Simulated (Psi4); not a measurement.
# One shape, several levels: SiH2SF (SMILES F[SiH2][S])

Wanted: a comparison of 4 runs (UHF/3-21G, UPBE/6-31G, UPBE0/def2-SVP, UTPSSh/cc-pVDZ) of SiH2SF. 

Program for the calculation: Psi4 1.11.

2 further runs of the same task are left out: 1 that didn't finish, 1 set aside as unsound or not needed.

## Step 1: The molecule

The species is SiH2SF (5 atoms), meant as a doublet with charge 0. As SMILES, `F[SiH2][S]`. Geometry: relaxed at PBE0-D4/def2-TZVP.

Bond lengths: F1–Si2 1.596 Å, Si2–S3 2.099 Å, Si2–H4 1.482 Å, Si2–H5 1.482 Å. Angles: F1–Si2–S3 114.0°, F1–Si2–H4 107.4°, F1–Si2–H5 107.4°, S3–Si2–H4 107.4°, S3–Si2–H5 107.4°, H4–Si2–H5 113.3°.

## Step 2: Energy and gradient at UHF/3-21G (run 1)

Input file job.py:

```python
import psi4

psi4.set_memory(1600000000)
psi4.set_num_threads(1)
psi4.core.set_output_file('output.dat', False)

molecule = psi4.geometry("""
0 2
F     -0.324300    -0.023300     1.585400
Si     0.086000    -0.081000     0.044500
S     -1.148000     1.061300    -1.211000
H     -0.023500    -1.493100    -0.391000
H      1.459700     0.462600    -0.069300
symmetry c1
no_reorient
no_com
""")

psi4.set_options({
    'basis': '3-21G',
    'reference': 'uhf',
    'puream': True,
    'e_convergence': 1e-09,
    'd_convergence': 1e-08,
    'scf_type': 'pk',
    'maxiter': 200,
})

result, w = psi4.gradient("scf", molecule=molecule, return_wfn=True)
psi4.oeprop(w, "MULLIKEN_CHARGES", "LOWDIN_CHARGES", "DIPOLE")
print('gradient / Eh bohr^-1')
print(result.np.round(6))
print(f'energy = {w.energy():.10f} Eh')
for k, v in sorted(psi4.core.scalar_variables().items()):
    print(f'{k:45s} {v:18.10f}')
```

The run is started by

```sh
$ python job.py
```

output.dat:

```text
[...]
  Running in c1 symmetry.
[...]
  Nuclear repulsion =  142.643701736636416
[...]
  Multiplicity = 2
[...]
  Nalpha       = 21
  Nbeta        = 20
[...]
    Number of basis functions: 39
[...]
   @UHF iter   1:  -782.99249689996884   -6.62606e-01   8.31021e-03 DIIS/ADIIS
[...]
   @UHF iter  13:  -783.07433499065064   -2.61480e-12   9.38281e-09 DIIS
[...]
   @S^2 Observed:                7.531637513E-01
[...]
  @UHF Final Energy:  -783.07433499065064
   => Energetics <=
    Nuclear Repulsion Energy =            142.6437017366364159
    One-Electron Energy =               -1370.1794042456729130
    Two-Electron Energy =                 444.4613675183859414
    Total Energy =                       -783.0743349906506410
  UHF NO Occupations:
  HONO-2 :   19  A 1.9997113
  HONO-1 :   20  A 1.9991321
[...]
  -Total Gradient:
     Atom            X                  Y                   Z
    ------   -----------------  -----------------  -----------------
       1        0.009325461645    -0.002303042324    -0.029003229462
       2       -0.035629711000     0.026374339107     0.004083154202
       3        0.023000064691    -0.021239606341     0.023080480491
       4       -0.000120395117    -0.003760768550     0.000532623818
       5        0.003424579781     0.000929078109     0.001306970967
[...]
```

Standard output:

```text
gradient / Eh bohr^-1
[[ 0.009325 -0.002303 -0.029003]
 [-0.03563   0.026374  0.004083]
 [ 0.023    -0.02124   0.02308 ]
 [-0.00012  -0.003761  0.000533]
 [ 0.003425  0.000929  0.001307]]
energy = -783.0743349907 Eh
CURRENT ENERGY                                   -783.0743349907
CURRENT REFERENCE ENERGY                         -783.0743349907
DD SOLVATION ENERGY                                 0.0000000000
HF KINETIC ENERGY                                 782.4221204425
HF POTENTIAL ENERGY                             -1565.4964554331
HF TOTAL ENERGY                                  -783.0743349907
HF VIRIAL RATIO                                     2.0008335840
NUCLEAR REPULSION ENERGY                          142.6437017366
ONE-ELECTRON ENERGY                             -1370.1794042457
PCM POLARIZATION ENERGY                             0.0000000000
PE ENERGY                                           0.0000000000
SCF ITERATION ENERGY                             -783.0743349907
SCF ITERATIONS                                     13.0000000000
SCF TOTAL ENERGY                                 -783.0743349907
TWO-ELECTRON ENERGY                               444.4613675184
```

It took 1.4 s on 1 thread of Intel Xeon 6975P-C (Granite Rapids), shared host; peak memory 0.18 GiB.

## Step 3: The energy at UPBE/6-31G (run 2)

Input file fh2ssi.inp:

```
memory 1.6 GB

molecule m {
  0 2
  F     -0.324300    -0.023300     1.585400
  Si     0.086000    -0.081000     0.044500
  S     -1.148000     1.061300    -1.211000
  H     -0.023500    -1.493100    -0.391000
  H      1.459700     0.462600    -0.069300
  units angstrom
  symmetry c1
  no_reorient
  no_com
}

set globals {
  reference            uks
  puream               true
  e_convergence        1e-09
  d_convergence        1e-08
  scf_type             pk
  dft_radial_points    99
  dft_spherical_points 590
  maxiter              200
}

e, wfn = energy("pbe/6-31G", return_wfn=True)
oeprop(wfn, "DIPOLE", "QUADRUPOLE", "LOWDIN_CHARGES", title="PBE")
print_variables()
```

The run is started by

```sh
$ psi4 -n 1 fh2ssi.inp fh2ssi.out
```

fh2ssi.out:

```text
[...]
  Running in c1 symmetry.
[...]
  Nuclear repulsion =  142.643701736636416
[...]
  Multiplicity = 2
[...]
  Nalpha       = 21
  Nbeta        = 20
[...]
    Number of basis functions: 39
[...]
   @UKS iter   1:  -788.13750683070998   -1.62596e-01   1.07906e-02 DIIS/ADIIS
[...]
   @UKS iter  11:  -788.21164957936196   -2.84217e-12   5.81689e-09 DIIS
[...]
   @S^2 Observed:                7.512931976E-01
[...]
  @UKS Final Energy:  -788.21164957936196
   => Energetics <=
    Nuclear Repulsion Energy =            142.6437017366364159
    One-Electron Energy =               -1374.9234047204204217
    Two-Electron Energy =                 501.4962416814377093
    DFT Exchange-Correlation Energy =     -57.4281882770155505
    Empirical Dispersion Energy =           0.0000000000000000
    VV10 Nonlocal Energy =                  0.0000000000000000
    Total Energy =                       -788.2116495793619606
[...]
 Multipole Moments:
 ------------------------------------------------------------------------------------
     Multipole            Electronic (a.u.)      Nuclear  (a.u.)        Total (a.u.)
 ------------------------------------------------------------------------------------
 L = 1.  Multiply by 2.5417464519 to convert [e a0] to [Debye]
 Dipole X            :         35.8160842          -35.2367782            0.5793060
 Dipole Y            :        -27.9863348           27.6024736           -0.3838611
 Dipole Z            :          9.0073621           -9.3441288           -0.3367667
 Magnitude           :                                                    0.7722413
 L = 2.  Multiply by 1.3450342976 to convert [e a0^2] to [Debye ang]
 Quadrupole XX       :       -111.1240356           86.6619540          -24.4620816
 Quadrupole XY       :         68.6514519          -67.1829127            1.4685392
[...]
```

Run time: 6.3 s. Hardware: 1 thread of Intel Xeon 6975P-C (Granite Rapids), shared host; peak memory 0.48 GiB.

## Step 4: Energy and forces at UPBE0/def2-SVP (run 3)

Input file job.py:

```python
import psi4

psi4.set_memory('1600 MB')
psi4.set_num_threads(1)
psi4.set_output_file('output.dat', False)

m = psi4.geometry("""
0 2
F     -0.324300    -0.023300     1.585400
Si     0.086000    -0.081000     0.044500
S     -1.148000     1.061300    -1.211000
H     -0.023500    -1.493100    -0.391000
H      1.459700     0.462600    -0.069300
units angstrom
symmetry c1
""")

options = {'basis': 'def2-SVP', 'reference': 'uks', 'puream': True, 'e_convergence': 1e-09, 'd_convergence': 1e-08, 'scf_type': 'pk', 'dft_radial_points': 99, 'dft_spherical_points': 590, 'maxiter': 200}
psi4.set_options(options)

energy_value, wavefunction = psi4.gradient('pbe0', return_wfn=True)
print('gradient / Eh bohr^-1')
print(energy_value.np.round(6))
print(f'energy = {wavefunction.energy():.10f} Eh')
```

The run is started by

```sh
$ python job.py
```

output.dat:

```text
[...]
  Running in c1 symmetry.
[...]
  Nuclear repulsion =  142.643701736636416
[...]
  Multiplicity = 2
[...]
  Nalpha       = 21
  Nbeta        = 20
[...]
    Number of basis functions: 60
[...]
   @UKS iter   1:  -788.06110742092415   -3.60945e-01   5.96467e-03 DIIS/ADIIS
[...]
   @UKS iter  12:  -788.10997665970183   -3.29692e-12   5.44944e-09 DIIS
[...]
   @S^2 Observed:                7.535011456E-01
[...]
  @UKS Final Energy:  -788.10997665970183
   => Energetics <=
    Nuclear Repulsion Energy =            142.6437017366364159
    One-Electron Energy =               -1375.2439803509259946
    Two-Electron Energy =                 487.9375077703444958
    DFT Exchange-Correlation Energy =     -43.4472058157566607
    Empirical Dispersion Energy =           0.0000000000000000
    VV10 Nonlocal Energy =                  0.0000000000000000
    Total Energy =                       -788.1099766597018288
[...]
  -Total Gradient:
     Atom            X                  Y                   Z
    ------   -----------------  -----------------  -----------------
       1        0.005138001017    -0.000836109214    -0.018613085048
       2       -0.004737676855     0.001264362652     0.014302619865
       3        0.002318065067    -0.002166957402     0.002481992856
       4       -0.000031761467     0.002588717947     0.001178410225
       5       -0.002661667253    -0.000862859870     0.000613132777
[...]
```

Standard output:

```text
gradient / Eh bohr^-1
[[ 5.1380e-03 -8.3600e-04 -1.8613e-02]
 [-4.7380e-03  1.2640e-03  1.4303e-02]
 [ 2.3180e-03 -2.1670e-03  2.4820e-03]
 [-3.2000e-05  2.5890e-03  1.1780e-03]
 [-2.6620e-03 -8.6300e-04  6.1300e-04]]
energy = -788.1099766597 Eh
```

Run time: 9.9 s. Hardware: 1 thread of Intel Xeon 6975P-C (Granite Rapids), shared host; peak memory 0.64 GiB.

## Step 5: Energy and forces at UTPSSh/cc-pVDZ (run 4)

Input file fh2ssi.py:

```python
import psi4

psi4.set_memory(1600000000)
psi4.set_num_threads(1)
psi4.set_output_file('fh2ssi.out', False)

geom = psi4.geometry("""
0 2
F     -0.324300    -0.023300     1.585400
Si     0.086000    -0.081000     0.044500
S     -1.148000     1.061300    -1.211000
H     -0.023500    -1.493100    -0.391000
H      1.459700     0.462600    -0.069300
symmetry c1
""")

options = {'basis': 'cc-pVDZ', 'reference': 'uks', 'puream': True, 'e_convergence': 1e-09, 'd_convergence': 1e-08, 'scf_type': 'pk', 'dft_radial_points': 99, 'dft_spherical_points': 590, 'maxiter': 200}
psi4.set_options(options)

e = psi4.gradient('tpssh')
print('gradient / Eh bohr^-1')
print(e.np.round(6))
```

The run is started by

```sh
$ python fh2ssi.py
```

fh2ssi.out:

```text
[...]
  Running in c1 symmetry.
[...]
  Nuclear repulsion =  142.643701736636416
[...]
  Multiplicity = 2
[...]
  Nalpha       = 21
  Nbeta        = 20
[...]
    Number of basis functions: 60
[...]
   @UKS iter   1:  -788.73989781575142   -3.14683e-01   6.27668e-03 DIIS/ADIIS
[...]
   @UKS iter  12:  -788.79682103473942   -2.27374e-13   2.99564e-09 DIIS
[...]
   @S^2 Observed:                7.536323812E-01
[...]
  @UKS Final Energy:  -788.79682103473942
   => Energetics <=
    Nuclear Repulsion Energy =            142.6437017366364159
    One-Electron Energy =               -1375.5849368520666758
    Two-Electron Energy =                 496.4343049689722989
    DFT Exchange-Correlation Energy =     -52.2898908882813416
    Empirical Dispersion Energy =           0.0000000000000000
    VV10 Nonlocal Energy =                  0.0000000000000000
    Total Energy =                       -788.7968210347393097
[...]
  -Total Gradient:
     Atom            X                  Y                   Z
    ------   -----------------  -----------------  -----------------
       1        0.009919920199    -0.001277596797    -0.037975845530
       2       -0.012800679783     0.004761495348     0.030213320518
       3        0.005799589253    -0.005427729716     0.006255358570
       4       -0.000036637113     0.002828800786     0.001038379434
       5       -0.002868351441    -0.000888957314     0.000429250450
[...]
```

On the terminal:

```text
gradient / Eh bohr^-1
[[ 9.9200e-03 -1.2780e-03 -3.7976e-02]
 [-1.2801e-02  4.7610e-03  3.0213e-02]
 [ 5.8000e-03 -5.4280e-03  6.2550e-03]
 [-3.7000e-05  2.8290e-03  1.0380e-03]
 [-2.8680e-03 -8.8900e-04  4.2900e-04]]
```

It took 32 s on 1 thread of Intel Xeon 6975P-C (Granite Rapids), shared host; peak memory 0.88 GiB.

## Step 6: Overview of the runs

```tsv
run	level	task	integration grid	energy (Eh)	dipole moment (D)	HOMO energy (eV)	LUMO energy (eV)	wall time
1	UHF/3-21G	gradient	–	-783.074335	2.00	-10.75	-0.69	1.4 s
2	UPBE/6-31G	energy	99 radial × 590 angular	-788.211650	1.96	-6.62	-6.16	6.3 s
3	UPBE0/def2-SVP	gradient	99 radial × 590 angular	-788.109977	1.23	-7.80	-4.85	9.9 s
4	UTPSSh/cc-pVDZ	gradient	99 radial × 590 angular	-788.796821	1.18	-7.14	-5.43	32 s
```

## Step 7: Summary of results

| quantity | value |
| --- | --- |
| run 4: total energy | -788.79682 Eh |
| run 4: dipole moment | 1.18 D |
| run 4: HOMO energy (highest over α and β) | -7.14 eV |
| run 4: LUMO energy (lowest over α and β) | -5.43 eV |
| run 4: ⟨S²⟩ | 0.754 |
| run 4: largest force on an atom | 2.019 eV/Å |

**Reading.** The dipole moment (its size) runs from 1.18 D (UTPSSh/cc-pVDZ) to 2.00 D (UHF/3-21G). The two ends differ in method and basis. Totals of different functionals can't be ranked against each other. All runs together took 50 s, the longest 32 s.
